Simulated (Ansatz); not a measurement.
**VN2: computed properties**

Method: DFT PBEsol, scalar-relativistic, plane waves, PAW in Ansatz 0.2.0.

Cutoff 420 eV; k points 12×12×12 on the computed 6-atom cell (Γ-centred); Gaussian smearing, width 0.10 eV; no spin polarisation.

The structure is relaxed at this level of theory with its symmetry kept.

Symmetry: I4/mcm, No. 140, tetragonal system. The conventional cell has a = 4.261 Å, b = 4.261 Å, c = 4.911 Å, α = 90.00°, β = 90.00°, γ = 90.00°. V (site symmetry 422) has 8 N at 2.11 Å as nearest neighbours. Around N (site symmetry m2m) lie 1 N at 1.38 Å.

```
Volume per atom                                                   : 50.1 bohr³
Formation energy from the elements' standard states (uncorrected) : -0.556 eV/atom
Kohn–Sham band gap                                                : none (metal)
Density of states at the Fermi level                              : 2.38 states/eV per cell
Löwdin character within 0.5 eV of the Fermi level                 : V 3d 82 %, N 2p 11 %
Bulk modulus                                                      : 341 GPa
Its pressure derivative                                           : 4.7
Bader charges (e)                                                 : V (2 in the cell) 1.64, N (4 in the cell) -0.82
```

A ferromagnetic start lost its moments in a first run, so spin was left out; other magnetic orders weren't tried.